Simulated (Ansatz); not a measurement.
Reaction (isomerisation): `C=CN1C=C1` → `C/C=C/C#N`

Isolated molecules relaxed with PBE0-D4/def2-TZVP in Ansatz; ΔE leaves out vibrations. CBS: MP2 limit from def2 TZ/QZ plus the TZ coupled-cluster correction, frozen cores. This one scheme is used for every species. Functionals use def2-TZVPP. HSE06 is defined as in plane-wave codes. One conformer a species, not always the lowest.

```tsv
species	HSE06 energy (Eh)
`C=CN1C=C1`	-209.82910
`C/C=C/C#N`	-209.96099
```

(1) Work out ΔE.

Largest T1 diagnostic among the species: 0.013.

Answers

(1) ΔE = (-209.96099) − (-209.82910) = -0.13189 Eh = -82.8 kcal/mol. CCSD(T)/CBS gives -84.8 kcal/mol.

The D4 term adds +1.0 kcal/mol with B3LYP and +0.5 kcal/mol with PBE0; it sums over pairs of atoms, weighted by their polarisabilities, and B3LYP, whose exchange is more repulsive, gets the larger term. At CCSD(T), def2-SVP lies −5.6 kcal/mol from the extrapolated value and def2-TZVPP −2.3 kcal/mol.

B3LYP here is the variant with VWN-RPA as its local correlation; programs differ in this.
